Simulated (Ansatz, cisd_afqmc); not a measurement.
System: CH$_{3}$F, charge 0, singlet. CH3F (fluoromethane, SMILES CF).
B3LYP-D3(BJ)/def2-TZVP minimum from Ansatz (a program for electronic structure):
```
C
F 1 1.3893
H 1 1.0909 2 108.82
H 1 1.0909 3 110.11 2 -119.20
H 1 1.0909 3 110.11 4 -121.60
```
Charge 0, spin multiplicity 1.

Total energies in cc-pVDZ, 14 correlated electrons, 2 frozen orbitals. UHF or UKS for unpaired electrons; spin-orbit terms are left out. Correlated methods leave the cores frozen. No relativity. The Monte Carlo rows (phaseless AFQMC, CISD trial, step 0.005/hartree) carry one-sigma bars that omit the constraint's bias. Outlying blocks are dropped, and bars are widened where a walk drifts. Over all cases where full CI ran beside it in this data, AFQMC minus full CI had a median of +0.1 mEh and passed +0.4 mEh in a tenth of the cases.

| method | program | energy (Eh) | minus CCSDTQ (mEh) |
|---|---|---|---|
| HF | Ansatz | -139.04475 | 363.32 |
| MP2 | Ansatz | -139.37880 | 29.27 |
| CCSD | Ansatz | -139.40059 | 7.47 |
| CCSD(T) | Ansatz | -139.40706 | 1.01 |
| CCSDT(Q) | Ansatz | -139.40810 | -0.03 |
| CCSDTQ | Ansatz | -139.40807 | 0.00 |
| AFQMC/CISD | cisd_afqmc | -139.4079 ± 0.0003 | 0.1 ± 0.3 |

Rough core times of Ansatz's runs on a shared machine: CCSD(T) under 20 s, CCSDT(Q) under 20 s, CCSDTQ 20 min.
